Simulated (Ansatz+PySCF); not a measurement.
The numbers below are computed, except where a source is named.
Several solutions for triplet BNH₂ in separate pieces

```xyz
4

N     0.0000    0.0000   -0.4711
H     0.0000    0.0000    3.2974
B    30.0000    0.0000   -0.7514
H    30.0000    0.0000    3.7571
```

Basis set: 6-31G (spherical functions). Charge 0, multiplicity 3.

CASSCF(2,2) was run from several starts with Ansatz (development build ahead of 0.2.0) and PySCF 2.14.0. The starts are those of the Hartree–Fock orbitals from which the active space was taken at the frontier.

| run | program | start | converged | energy (hartree) | <S²> |
| --- | --- | --- | --- | --- | --- |
| A | Ansatz | search for the lowest state | yes | -79.58970 | 2.00 |
| B | PySCF | program defaults | no | – | – |
| C | Ansatz | stability test followed | yes | -79.52623 | 2.00 |
| D | Ansatz | atomic start, no search | yes | -79.52623 | 2.00 |

Problem. Which runs reached the lowest solution of this kind, and what is wrong with the others?

Solution. A reached the lowest solution found. Converged but too high: C by 1.73 eV, D by 1.73 eV. Convergence only shows a stationary point; in CASSCF the end hangs on which orbitals enter the active space. Not converged: B. Caution: other starts end on other solutions of this active space.
